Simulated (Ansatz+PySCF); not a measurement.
Two shapes of doublet C2H5.

Shape 1:

```xyz
7

C     0.0000    0.0158   -0.6902
C     0.0000   -0.0421    0.7904
H     0.9337    0.0148    1.3558
H    -0.9337    0.0148    1.3558
H     0.0000    1.0601   -1.0660
H     0.8914   -0.4658   -1.1233
H    -0.8914   -0.4658   -1.1233
```

Shape 2:

```xyz
7

C     0.0355   -0.0153   -0.7069
C    -0.0163    0.0051    0.7894
H     0.9405   -0.0341    1.3640
H    -0.9763    0.0036    1.3795
H     0.0082    1.0112   -1.0730
H     0.8502   -0.4669   -1.1516
H    -0.9280   -0.4725   -1.0899
```

Basis set: def2-SVP (spherical functions). Left uncorrelated: 2 orbitals. Correlation on ROHF uses semicanonical orbitals with singles. Charge 0, multiplicity 2.

Computed with Ansatz (development build ahead of 0.2.0); each method stands on the lowest determinant of its kind that the runs found.

Q: Which shape is lower in energy, and by how much in each method?

A:

| method | E(2) − E(1) (eV) |
| --- | --- |
| ROHF | 0.210 |
| ROHF-MP2 | 0.203 |
| PBE0 (restricted open-shell) | 0.196 |
| ωB97X (restricted open-shell) | 0.193 |
| ωB97X (unrestricted) | 0.191 |

Shape 1 is lower.
